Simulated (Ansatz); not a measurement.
System: SiO, charge 1, doublet. SiO+ (parent SMILES [Si-]#[O+], doublet).
B3LYP-D3(BJ)/def2-TZVP minimum from Ansatz (a program for electronic structure):
```xyz
2

Si     0.0000     0.0000    -0.5538
O      0.0000     0.0000     0.9691
```
Charge +1, spin multiplicity 2.

Hartree-Fock and CCSD correlation energies in hartree (Ansatz). Open shells are spin-unrestricted; no spin-orbit coupling. Correlated methods leave the cores frozen. No relativity. The UHF reference of OSi+ (parent SMILES [O+]#[Si-], doublet) is spin-contaminated (<S^2> up to 0.05 over the pure value in the sets run). The determinant of OSi+ (parent SMILES [O+]#[Si-], doublet) is a saddle point of the SCF energy; a lower one exists, which strains HF and MP2.

```
basis        X       E(HF)  E(corr, CCSD)
-----------  -  ----------  -------------
cc-pV(T+d)Z  3  -363.46174       -0.30071
cc-pV(Q+d)Z  4  -363.47058       -0.31887
cc-pV(5+d)Z  5  -363.47277       withheld
```

### Question
Fit E(corr) = E∞ + A/X³ to X = 3 and 4, predict X = 5, and compare with the run.

### Answer
A = (-0.30071 - (-0.31887))/(1/27 - 1/64) = 0.8481; E∞ = -0.31887 - A/64 = -0.33212; at X = 5, E∞ + A/125 = -0.32534. The run gave -0.32576, 0.42 mEh below the prediction. The same form on X = 4 and 5 gives E∞ = -0.33299, 0.87 mEh below the first estimate.
